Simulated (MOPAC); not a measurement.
MOPAC input (PM6):

```
PM6 PRECISE GNORM=0.05 LET XYZ UHF MS=0.5 GEO-OK AUX(PRECISION=9) THREADS=1
CN

C    -0.00000000 1   -0.00000000 1   -0.62581248 1
N     0.00000000 1    0.00000000 1    0.53641070 1
```

Output:

```
 *******************************************************************************
 **                                                                           **
 **                              MOPAC v23.2.5                                **
 **                                                                           **
 *******************************************************************************
 ** MOPAC's Digital Object Identifier: https://doi.org/10.5281/zenodo.6511958 **
 **                                                                           **
 ** Please cite the open-source release paper for use of this MOPAC version:  **
 ** J. E. Moussa and J. J. P. Stewart (2026)                                  **
 ** MOPAC: An open-source semiempirical molecular orbital program             **
 ** J. Open Source Softw., 11(119), 8025, https://doi.org/10.21105/joss.08025 **
 *******************************************************************************

                              PM6 CALCULATION RESULTS

 *******************************************************************************
 *  PM6        - The PM6 Hamiltonian to be used
 *  GEO-OK     - OVERRIDE INTERATOMIC DISTANCE AND OTHER SAFETY CHECKS
 *  UHF        - UNRESTRICTED HARTREE-FOCK CALCULATION
 *  MS=        - IN MECI, MAGNETIC COMPONENT OF SPIN =  0.5
 *  LET        - OVERRIDE SOME SAFETY CHECKS
 *  PRECISE    - TIGHTER CRITERIA TO BE USED
 *  XYZ        - CARTESIAN COORDINATE SYSTEM TO BE USED
 *  GNORM      - EXIT WHEN GRADIENT NORM DROPS BELOW 0.050
 *  AUX        - OUTPUT AUXILIARY INFORMATION
 *******************************************************************************
PM6 PRECISE GNORM=0.05 LET XYZ UHF MS=0.5 GEO-OK AUX(PRECISION=9) THREADS=1
 CN

   ATOM   CHEMICAL          X               Y               Z
  NUMBER   SYMBOL      (ANGSTROMS)     (ANGSTROMS)     (ANGSTROMS)

     1       C         -0.00000000  *  -0.00000000  *  -0.62581248  *
     2       N          0.00000000  *   0.00000000  *   0.53641070  *

          CARTESIAN COORDINATES

    NO.       ATOM           X           Y           Z

     1         C         -0.0000     -0.0000     -0.6258
     2         N          0.0000      0.0000      0.5364

 General Reference for PM6:
 "Optimization of Parameters for Semiempirical Methods V: Modification of NDDO Approximations
 and Application to 70 Elements", J. J. P. Stewart, J. Mol. Mod., 13, 1173-1213 (2007)
 URL: https://link.springer.com/article/10.1007/s00894-007-0233-4

           Empirical Formula: C N  =     2 atoms

      MOLECULAR POINT GROUP   :   C*v

          UHF CALCULATION, NO. OF ALPHA ELECTRONS =    5
                           NO. OF BETA  ELECTRONS =    4

          Geometry optimization using EF

          DIAGONAL MATRIX USED AS START HESSIAN

 CYCLE:     1  GRAD.:   114.954 HEAT:  102.8466
 CYCLE:     2  GRAD.:  1867.119 HEAT:  236.7108
 CYCLE:     3  GRAD.:    56.720 HEAT:  101.8464
 CYCLE:     4  GRAD.:    27.066 HEAT:  101.6132
 CYCLE:     5  GRAD.:     0.982 HEAT:  101.5466
 CYCLE:     6  GRAD.:     0.026 HEAT:  101.5465

     GRADIENT =  0.02557 IS LESS THAN CUTOFF =  0.05000

 -------------------------------------------------------------------------------
 PM6 PRECISE GNORM=0.05 LET XYZ UHF MS=0.5 GEO-OK AUX(PRECISION=9) THREADS=1
 CN

     GEOMETRY OPTIMISED USING EIGENVECTOR FOLLOWING (EF).
     SCF FIELD WAS ACHIEVED

                              PM6 CALCULATION
                                                       MOPAC v23.2.5 Linux

          FINAL HEAT OF FORMATION =        101.54648 KCAL/MOL =     424.87048 KJ/MOL

          COSMO AREA              =         59.92 SQUARE ANGSTROMS
          COSMO VOLUME            =         42.50 CUBIC ANGSTROMS

          GRADIENT NORM           =          0.02557          =       0.01808 PER ATOM
          IONIZATION POTENTIAL    =         12.511163 EV
          ALPHA SOMO LUMO (EV)    =        -12.511  1.080
          BETA  SOMO LUMO (EV)    =        -14.070 -2.600
          NO. OF ALPHA ELECTRONS  =          5
          NO. OF BETA  ELECTRONS  =          4
          MOLECULAR WEIGHT        =         26.0177         POINT GROUP:  C*v

          MOLECULAR DIMENSIONS (Angstroms)

            Atom       Atom       Distance
            N     2    C     1     1.13104
            N     2    C     1     0.00000
            C     1    N     2     0.00000

          SCF CALCULATIONS        =          7

   ATOM   CHEMICAL          X               Y               Z
  NUMBER   SYMBOL      (ANGSTROMS)     (ANGSTROMS)     (ANGSTROMS)

     1       C          0.00000000  *   0.00000000  *  -0.61022327  *
     2       N         -0.00000000  *  -0.00000000  *   0.52082149  *

                             CARTESIAN COORDINATES

   1    C        0.000000000     0.000000000    -0.610223271
   2    N       -0.000000000    -0.000000000     0.520821491

           Empirical Formula: C N  =     2 atoms

      MOLECULAR POINT GROUP   :   C*v

          ALPHA EIGENVALUES
 -32.68044 -17.70808 -14.50587 -14.50587 -12.51116   1.08033   1.08033   5.08497

           BETA EIGENVALUES
 -32.28477 -15.12291 -14.06987 -14.06987  -2.60005   1.47956   1.47956   5.38907

              NET ATOMIC CHARGES AND DIPOLE CONTRIBUTIONS

  ATOM NO.   TYPE          CHARGE      No. of ELECS.   s-Pop       p-Pop
    1          C           0.208586        3.7914     1.39446     2.39695
    2          N          -0.208586        5.2086     1.73732     3.47127
 DIPOLE           X         Y         Z       TOTAL
 POINT-CHG.     0.000     0.000    -1.133     1.133
 HYBRID         0.000     0.000     0.004     0.004
 SUM            0.000     0.000    -1.129     1.129

          ATOMIC ORBITAL ELECTRON POPULATIONS

     Atom    s        px        py        pz
    1  C   1.39446   0.80301   0.80301   0.79093
    2  N   1.73732   1.19699   1.19699   1.07730

                    (SZ)    =    0.500000
                    (S**2)  =    0.751868

          ATOMIC ORBITAL SPIN POPULATIONS

    Atom   Total    s     px     py     pz
         Atomic
    1  C  0.6932  0.185  0.009  0.009  0.491
    2  N  0.3068  0.043 -0.009 -0.009  0.281

 **********************
 *                    *
 * JOB ENDED NORMALLY *
 *                    *
 **********************

 == MOPAC DONE ==
```
